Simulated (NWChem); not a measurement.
System: CN, doublet; SMILES [C]#N

Here is an NWChem input.

```
start job
memory heap 200 mb stack 900 mb global 1100 mb
geometry units angstroms
  C      0.000000     0.000000    -0.623743
  N      0.000000     0.000000     0.536379
end
basis spherical
  C library def2-tzvp
  N library def2-tzvp
end
dft
  odft
  mult 2
  xc becke88 perdew86
  iterations 150
end
driver
  maxiter 120
end
task dft optimize
task dft freq
```

Excerpt of the output:

```
             Northwest Computational Chemistry Package (NWChem) 7.3.0
             --------------------------------------------------------

 ORDER OF PRIMARY AXIS IS BEING SET TO 4
 C4V symmetry detected

                             Geometry "geometry" -> ""
                             -------------------------

 Output coordinates in angstroms (scale by  1.889725989 to convert to a.u.)

  No.       Tag          Charge          X              Y              Z
 ---- ---------------- ---------- -------------- -------------- --------------
    1 C                    6.0000     0.00000000     0.00000000    -0.62468108
    2 N                    7.0000     0.00000000     0.00000000     0.53544092

 Effective nuclear repulsion energy (a.u.)      19.1578510346

      Symmetry information
      --------------------

 Group name             C4v
 Group number             18
 Group order               8
 No. of unique centers     2

                                Z-matrix (autoz)
                                --------

 Units are Angstrom for bonds and degrees for angles

      Type          Name      I     J     K     L     M      Value
      ----------- --------  ----- ----- ----- ----- ----- ----------
    1 Stretch                  1     2                       1.16012

  perdew86 is a nonlocal functional; adding perdew81 local functional.

                           NWChem Geometry Optimization
                           ----------------------------

 maximum gradient threshold         (gmax) =   0.000450
 rms gradient threshold             (grms) =   0.000300
 maximum cartesian step threshold   (xmax) =   0.001800
 rms cartesian step threshold       (xrms) =   0.001200
 fixed trust radius                (trust) =   0.300000
 source of zmatrix                         =   autoz

          -------------------
          Energy Minimization
          -------------------

 Using diagonal initial Hessian
 Scaling for Hessian diagonals: bonds = 1.00  angles = 0.25  torsions = 0.10

          --------
          Step   0

                                 NWChem DFT Module
                                 -----------------

 Summary of "ao basis" -> "ao basis" (spherical)
 ------------------------------------------------------------------------------
       Tag                 Description            Shells   Functions and Types
 ---------------- ------------------------------  ------  ---------------------
 C                         def2-tzvp                11       31   5s3p2d1f
 N                         def2-tzvp                11       31   5s3p2d1f

      Symmetry analysis of basis
      --------------------------

        a1         22
        a2          0
        b1          6
        b2          6
        e          28

            General Information
            -------------------
          SCF calculation type: DFT
          Wavefunction type:  spin polarized.
          No. of atoms     :     2
          No. of electrons :    13
           Alpha electrons :     7
            Beta electrons :     6
          Charge           :     0
          Spin multiplicity:     2
          Use of symmetry is: on ; symmetry adaption is: on
          Maximum number of iterations: 150
          AO basis - number of functions:    62
                     number of shells:    22
          Convergence on energy requested:  1.00D-06
          Convergence on density requested:  1.00D-05
          Convergence on gradient requested:  5.00D-04

              XC Information
              --------------
                    Becke 1988 Exchange Functional  1.000
                Perdew 1981 Correlation Functional  1.000 local
                Perdew 1986 Correlation Functional  1.000 non-local

             Grid Information
             ----------------
          Grid used for XC integration:  medium
          Radial quadrature: Mura-Knowles
          Angular quadrature: Lebedev.
          Tag              B.-S. Rad. Rad. Pts. Rad. Cut. Ang. Pts.
          ---              ---------- --------- --------- ---------
          C                   0.70       49           6.0       434
          N                   0.65       49           7.0       434
          Grid pruning is: on
          Number of quadrature shells:    98
          Spatial weights used:  Erf1

      Superposition of Atomic Density Guess
      -------------------------------------

 Sum of atomic energies:         -91.98288001

      Non-variational initial energy
      ------------------------------

 Total energy =     -92.355060
 1-e energy   =    -161.675542
 2-e energy   =      50.162631
 HOMO         =      -0.323605
 LUMO         =       0.064634

   Symmetry analysis of molecular orbitals - initial alpha
   -------------------------------------------------------

 !! scf_movecs_sym_adapt:   12 vectors were symmetry contaminated

  Symmetry fudging

 !! scf_movecs_sym_adapt:   10 vectors were symmetry contaminated

  Numbering of irreducible representations:

     1 a1          2 a2          3 b1          4 b2          5 e

  Orbital symmetries:

[...]

      ----------------------
      Optimization converged
      ----------------------

  Step       Energy      Delta E   Gmax     Grms     Xrms     Xmax
  ---- ---------------- -------- -------- -------- -------- --------
@    2     -92.75161839 -3.0D-08  0.00002  0.00002  0.00006  0.00010
                                     ok       ok       ok       ok

                                Z-matrix (autoz)
                                --------

 Units are Angstrom for bonds and degrees for angles

      Type          Name      I     J     K     L     M      Value     Gradient
      ----------- --------  ----- ----- ----- ----- ----- ---------- ----------
    1 Stretch                  1     2                       1.17524    0.00002

                         Geometry "geometry" -> "geometry"
                         ---------------------------------

 Output coordinates in angstroms (scale by  1.889725989 to convert to a.u.)

  No.       Tag          Charge          X              Y              Z
 ---- ---------------- ---------- -------------- -------------- --------------
    1 C                    6.0000     0.00000000     0.00000000    -0.63223827
    2 N                    7.0000     0.00000000     0.00000000     0.54299812

 Effective nuclear repulsion energy (a.u.)      18.9114671587

      Symmetry information
      --------------------

 Group name             C4v
 Group number             18
 Group order               8
 No. of unique centers     2

                Final and change from initial internal coordinates
                --------------------------------------------------

                                Z-matrix (autoz)
                                --------

 Units are Angstrom for bonds and degrees for angles

      Type          Name      I     J     K     L     M      Value       Change
      ----------- --------  ----- ----- ----- ----- ----- ---------- ----------
    1 Stretch                  1     2                       1.17524    0.01511

 ==============================================================================
                                internuclear distances
 ------------------------------------------------------------------------------
       center one      |      center two      | atomic units |  angstroms
 ------------------------------------------------------------------------------
    2 N                |   1 C                |     2.22087  |     1.17524
 ------------------------------------------------------------------------------
                         number of included internuclear distances:          1
 ==============================================================================

[second-derivative integrals and response iterations left out]

  Vibrational analysis via the FX method

  See chapter 2 in "Molecular Vibrations" by Wilson, Decius and Cross

  Vib: Default input used

[...]

 Rotational Constants
 --------------------
 A=   0.000000 cm-1  (  0.000000 K)
 B=   1.888729 cm-1  (  2.717400 K)
 C=   1.888729 cm-1  (  2.717400 K)

 Temperature                      =   298.15K
 frequency scaling parameter      =   1.0000

 Linear Molecule

 Zero-Point correction to Energy  =    2.977 kcal/mol  (  0.004743 au)
 Thermal correction to Energy     =    4.457 kcal/mol  (  0.007103 au)
 Thermal correction to Enthalpy   =    5.050 kcal/mol  (  0.008047 au)

 Total Entropy                    =   47.006 cal/mol-K
   - Translational                =   35.687 cal/mol-K (mol. weight =  26.0031)
   - Rotational                   =   11.318 cal/mol-K (symmetry #  =        1)
   - Vibrational                  =    0.001 cal/mol-K

 Cv (constant volume heat capacity) =    4.974 cal/mol-K
   - Translational                  =    2.979 cal/mol-K
   - Rotational                     =    1.986 cal/mol-K
   - Vibrational                    =    0.009 cal/mol-K

[normal modes left out]

 ----------------------------------------------------------------------------
 Normal Eigenvalue ||           Projected Infra Red Intensities
  Mode   [cm**-1]  || [atomic units] [(debye/angs)**2] [(KM/mol)] [arbitrary]
 ------ ---------- || -------------- ----------------- ---------- -----------
    1       -0.000 ||    0.000000           0.000         0.000       0.000
    2        0.000 ||    0.003300           0.076         3.217       9.464
    3        0.000 ||    0.003300           0.076         3.217       9.464
    4        0.000 ||    0.002830           0.065         2.759       8.117
    5        0.000 ||    0.002830           0.065         2.759       8.117
    6     2083.102 ||    0.008661           0.200         8.444      24.838
 ----------------------------------------------------------------------------
```

Level: BP86/def2-TZVP, spin-unrestricted. No stability test was run on the SCF state.
